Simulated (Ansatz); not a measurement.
System: zinc-blende BeSe. Method: rVV10 (Ansatz, a quantum-chemistry and plane-wave program, PAW).

Settings: plane-wave cutoff 520 eV, 12×12×12 k mesh, Fermi–Dirac smearing 0.01 eV, scalar-relativistic PAW data made under PBE.

Computed points:

```
V (Å³/atom)  E − E_lowest (meV/atom)
-----------  -----------------------
16.490                         16.35
16.841                          7.03
17.191                          1.70
17.542                          0.00
17.893                          1.57
18.244                          6.12
18.595                         13.36
```

### Question
What bulk modulus B0 and pressure derivative B′ does a third-order Birch–Murnaghan fit give?

### Answer
V0 = 17.543 Å³/atom, B0 = 74.8 GPa, B′ = 3.9 (fit to the energies at full precision).

Measured, for comparison: bulk modulus 92.2 GPa (temperature not stated, no zero-point or thermal correction; as tabulated in Inakpenu et al., APS March Meeting 2017, C27.9); equilibrium volume per atom 16.96 Å³/atom (temperature not stated, no zero-point or thermal correction; as tabulated in Bernardini et al. (2000), arXiv:cond-mat/0007180). Computed (rounded) less measured: bulk modulus -19 %, equilibrium volume per atom +3.4 %.
